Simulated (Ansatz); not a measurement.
# C2H7B: the cost of one run

Method: RKS PBE-D4/def2-SVP, in Ansatz 0.2.0.

1 further run of the same task is left out (it didn't finish).

**1. The starting structure**

Bond lengths: B1–H2 1.190 Å, B1–C3 1.600 Å, C3–H4 1.110 Å, C3–H5 1.110 Å, C3–H6 1.110 Å, B1–C7 1.600 Å, C7–H8 1.110 Å, C7–H9 1.110 Å, C7–H10 1.110 Å. Angles (14 of 15 angles, heavy atoms first): C3–B1–C7 120.0°, H2–B1–C3 120.0°, H2–B1–C7 120.0°, B1–C3–H4 109.5°, B1–C3–H5 109.5°, B1–C3–H6 109.5°, B1–C7–H8 109.5°, B1–C7–H9 109.5°, B1–C7–H10 109.5°, H4–C3–H5 109.4°, H4–C3–H6 109.4°, H5–C3–H6 109.4°, H8–C7–H9 109.4°, H8–C7–H10 109.4°.

Structure file:

```xyz
10

B     0.0000    0.0000    0.0000
H     0.0000    0.0000    1.1900
C     1.3856    0.0000   -0.8000
H     1.7152   -1.0462   -0.9702
H     1.2491    0.5080   -1.7774
H     2.1552    0.5381   -0.2082
C    -1.3856    0.0000   -0.8000
H    -1.9458   -0.9305   -0.5708
H    -1.9898    0.8797   -0.4946
H    -1.1839    0.0508   -1.8903
```

**2. Relaxing the start**

The input, input.yaml:

```yaml
crystal:
  periodic: [false, false, false]
  atoms:
    - { symbol: B, position_ang: [0.0, 0.0, 0.0] }
    - { symbol: H, position_ang: [0.0, 0.0, 1.19] }
    - { symbol: C, position_ang: [1.3856, 0.0, -0.8] }
    - { symbol: H, position_ang: [1.7152, -1.0462, -0.9702] }
    - { symbol: H, position_ang: [1.2491, 0.508, -1.7774] }
    - { symbol: H, position_ang: [2.1552, 0.5381, -0.2082] }
    - { symbol: C, position_ang: [-1.3856, 0.0, -0.8] }
    - { symbol: H, position_ang: [-1.9458, -0.9305, -0.5708] }
    - { symbol: H, position_ang: [-1.9898, 0.8797, -0.4946] }
    - { symbol: H, position_ang: [-1.1839, 0.0508, -1.8903] }
basis:
  gaussian: { orbitals: def2-SVP }
hamiltonian:
  xc: pbe
  dispersion: d4
relax:
  f_tol: 0.02
  max_steps: 40
```

Started as:

```
> ansatz run input.yaml --threads 2 --pin off --max-ram 3072MiB --backend cpu --events-out ev --progress --plain --runs-dir out
```

What time and memory should one allow on 2 threads of Arm Neoverse V1, shared host?

About 12 s, with a peak of 0.13 GiB.
